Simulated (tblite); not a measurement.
Compound: C₂H₄P (charge +1).
SMILES: `C1=C[PH2+]1`

Method: GFN2-xTB as coded in tblite; computed harmonic values from a numerical Hessian at the method's own geometry, unscaled. The method is semi-empirical: single wavenumbers can be off by several per cent or more. Modes of hydrogen on phosphorus can be 10 to 20 % off.

Harmonic wavenumbers (cm⁻¹): 313.2, 591.1, 625.3, 737.9, 750.9, 756.4, 805.7, 878.6, 918.4, 954.0, 1609.4, 2299.9, 2386.6, 3116.0, 3141.9.

A = 27797, B = 10354, C = 8236 MHz; mass 59.005 u (most abundant isotopes); point group C2v, symmetry number 2.

**Question.** Zero-point energy?

**Answer.** ½Σν̃ = 9943 cm⁻¹ = 28.43 kcal/mol.

**Question.** Entropy at 500 K, 1 bar (ideal gas, RRHO, classical rotation)?

**Answer.** Translation 40.74, rotation 22.60, vibration 9.42: S = 72.8 cal/(mol K).

**Question.** And Cp and H(500 K) − H(0)?

**Answer.** Cp = 22.42 cal/(mol K), of which vibrations give 14.47 (their classical limit is 15 R = 29.8); H(500 K) − H(0) = 7.08 kcal/mol without the zero-point energy, 3.11 from vibrations.

**Question.** What must be added to the electronic energy to get the Gibbs energy at 500 K and 1 bar?

**Answer.** ZPE + [H(500 K) − H(0)] − T·S = 28.43 + 7.08 − 36.38 = -0.87 kcal/mol.

**Question.** How do the functions run with temperature in this model?

**Answer.** 
```tsv
T (K)	S (cal/(mol K))	Cp (cal/(mol K))	H − H(0) (kcal/mol)	G − H(0) (kcal/mol)	ln q(vib)
150	54.3	9.7	1.26	-6.89	0.06
250	60.2	13.9	2.42	-12.62	0.31
298.15	62.8	16.0	3.14	-15.58	0.50
400	68.1	19.7	4.97	-22.25	1.01
600	77.0	24.5	9.43	-36.79	2.25
900	87.9	28.8	17.49	-61.59	4.22
```

q(vib) and H(0) count from the zero-point level.

**Question.** Which modes carry the vibrational entropy at 500 K?

**Answer.** 313.2 cm⁻¹: 2.26; 591.1 cm⁻¹: 1.16; 625.3 cm⁻¹: 1.07; 737.9 cm⁻¹: 0.83; 750.9 cm⁻¹: 0.80; 756.4 cm⁻¹: 0.79 cal/(mol K); the other 9 give 2.52 together.
